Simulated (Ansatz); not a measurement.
```xyz
5

N     0.5846    0.4327   -0.2470
Al   -0.1184   -0.6566    0.9507
Cl   -2.0825   -1.3460    0.5701
H     1.5063    0.8336   -0.1901
H     0.1099    0.7363   -1.0838
```

The species carries charge 0 and has multiplicity 2.

Question: List the ωB97M-V/def2-TZVPP orbital energies in eV (Ansatz 0.2.0). (An estimate is asked.)

Answer: Computed: α occupied: -2771.37, -1532.73, -394.06, -261.78, -199.24, -199.14, -199.14, -117.26, -76.85, -76.84, -76.72, -26.07, -25.03, -16.08, -15.07, -12.96, -11.57, -11.46, -10.15, -7.77. α empty: 0.93, 2.09, 2.53, 4.02, 4.17, 5.06, 6.34, 6.37. β occupied: -2771.35, -1532.64, -394.01, -261.76, -199.17, -199.13, -199.11, -117.14, -76.76, -76.68, -76.61, -25.98, -24.91, -16.02, -14.71, -12.62, -11.52, -11.35, -10.10. β empty: -1.17, 1.30, 2.26, 2.84, 4.19, 4.21, 5.43, 6.54. ⟨S²⟩ = 0.751.
